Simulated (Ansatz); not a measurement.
# C₂H₅NS: up Jacob's ladder to CCSD(T)

How much do the methods differ for C₂H₅NS? The plan is to run it at one geometry with functionals of several rungs and with coupled cluster. The yardstick is the atomisation energy at the CCSD(T) limit.

The runs use Ansatz 0.2.0, Gaussian basis; functionals in def2-TZVPP, the program's frozen cores in correlated methods.

The runs, in order: LDA (SPW92), PBE-D4, revPBE-D4, BLYP-D4, r2SCAN-D4, B97M-V, PBE0-D4, B3LYP-D4, r2SCANh-D4, r2SCAN0-D4, HSE06-D4, BHLYP-D4, CAM-B3LYP-D4, LC-ωPBE, ωB97X-V, ωB97M-V, B2PLYP, PBE-QIDH; CCSD(T)/def2-SVP; CCSD(T)/def2-TZVPP; MP2/def2-QZVPP; extrapolation to the limit; RPA on PBE.

### 1 Structure used throughout

The geometry comes from an earlier relaxation with PBE0-D4 in a triple-zeta def2 set; it is a stationary point, not always the lowest conformer.

SMILES `C=NCS`, 9 atoms, charge 0, spin multiplicity 1.

Atoms are counted from 1 here; the program's logs count them from 0.

Bond lengths: C1–N2 1.259 Å, C1–H5 1.099 Å, C1–H6 1.089 Å, N2–C3 1.437 Å, C3–S4 1.811 Å, C3–H7 1.091 Å, C3–H8 1.100 Å, S4–H9 1.343 Å. Angles: N2–C1–H5 123.3°, N2–C1–H6 119.3°, H5–C1–H6 117.4°, C1–N2–C3 117.6°, N2–C3–S4 111.7°, N2–C3–H7 108.8°, N2–C3–H8 113.6°, S4–C3–H7 109.0°, S4–C3–H8 104.9°, H7–C3–H8 108.7°, C3–S4–H9 95.9°.

Geometry (Å):

```csv
atom,x (Å),y (Å),z (Å)
C1,-0.1320,1.2151,-0.9968
N2,-0.6529,0.3226,-0.2783
C3,0.1852,-0.7674,0.1402
S4,0.4516,-0.7566,1.9317
H5,0.9196,1.1963,-1.3144
H6,-0.7404,2.0564,-1.3255
H7,-0.2921,-1.7068,-0.1421
H8,1.1940,-0.7390,-0.2962
H9,-0.8445,-0.8667,2.2642
```

### 2 LDA

This LDA is Slater exchange with PW92 correlation.

Input file in.yaml:

```yaml
crystal:
  periodic: [false, false, false]
  atoms:
    - {symbol: C, position_ang: [-0.131974, 1.215095, -0.996760]}
    - {symbol: N, position_ang: [-0.652863, 0.322647, -0.278329]}
    - {symbol: C, position_ang: [0.185172, -0.767385, 0.140224]}
    - {symbol: S, position_ang: [0.451623, -0.756642, 1.931690]}
    - {symbol: H, position_ang: [0.919619, 1.196261, -1.314425]}
    - {symbol: H, position_ang: [-0.740375, 2.056366, -1.325455]}
    - {symbol: H, position_ang: [-0.292136, -1.706807, -0.142110]}
    - {symbol: H, position_ang: [1.194038, -0.738987, -0.296183]}
    - {symbol: H, position_ang: [-0.844504, -0.866747, 2.264249]}
basis:
  gaussian: {orbitals: def2-TZVPP}
hamiltonian: {xc: lda}
output: {orbitals: {seedname: orbitals}}
```

Started as:

```
$ ansatz run in.yaml --threads 2 --pin off --events-out ev --progress --plain --max-ram 4352MiB
```

After this run come: PBE-D4 (GGA); revPBE-D4 (GGA); BLYP-D4 (GGA); r2SCAN-D4 (meta-GGA); B97M-V (meta-GGA); PBE0-D4 (hybrid); B3LYP-D4 (hybrid); r2SCANh-D4 (hybrid); r2SCAN0-D4 (hybrid); HSE06-D4 (hybrid); BHLYP-D4 (hybrid); CAM-B3LYP-D4 (range-separated); LC-ωPBE (range-separated); ωB97X-V (range-separated); ωB97M-V (range-separated); B2PLYP (double hybrid); PBE-QIDH (double hybrid); CCSD(T) in def2-SVP; CCSD(T) in def2-TZVPP; MP2 in def2-QZVPP; RPA on PBE orbitals.

**Question.** What will the summary of the whole plan be? Wanted: atomisation energy, CCSD(T)/CBS; farthest beyond LDA; mean size of error, GGA; mean size of error, meta-GGA; mean size of error, hybrid; mean size of error, range-separated; mean size of error, double hybrid; gap, smallest and largest; T1 diagnostic.

The runs gave:

| quantity | value |
| --- | --- |
| atomisation energy, CCSD(T)/CBS | 3292.2 kJ/mol |
| functionals within 16.5 kJ/mol (0.5 %) | r2SCAN-D4, B97M-V, LC-ωPBE |
| farthest beyond LDA | PBE-D4 (+110.2 kJ/mol) |
| mean size of error, GGA | 55.0 kJ/mol |
| mean size of error, meta-GGA | 9.2 kJ/mol |
| mean size of error, hybrid | 43.5 kJ/mol |
| mean size of error, range-separated | 19.0 kJ/mol |
| mean size of error, double hybrid | 25.7 kJ/mol |
| gap, smallest and largest | 3.76 eV (LDA (SPW92)), 11.45 eV (LC-ωPBE) |
| T1 diagnostic | 0.0116 |
| triples share of the correlation energy | 4.4 % |

In words: LDA overbinds by 533.8 kJ/mol (16 %). PBE-D4 is off by +110.2 kJ/mol. Double hybrids carry the basis error of their MP2 part in triple zeta, and no dispersion term here, so their miss is partly the set-up's. Taken by rung, meta-GGA functionals do best (9.2 kJ/mol on average) and GGA ones worst beyond LDA (55.0 kJ/mol). The reference freezes the cores and leaves out relativity and excitations past (T), so misses under about 16.5 kJ/mol can't be ranked. Hartree-Fock recovers 69 % of the binding; the rest is correlation. CCSD(T) in def2-SVP is off by -190.2 kJ/mol, worse than the median functional, from the basis alone. The gap grows from 3.8 to 11.4 eV across the functionals, mostly with the share of exact exchange.
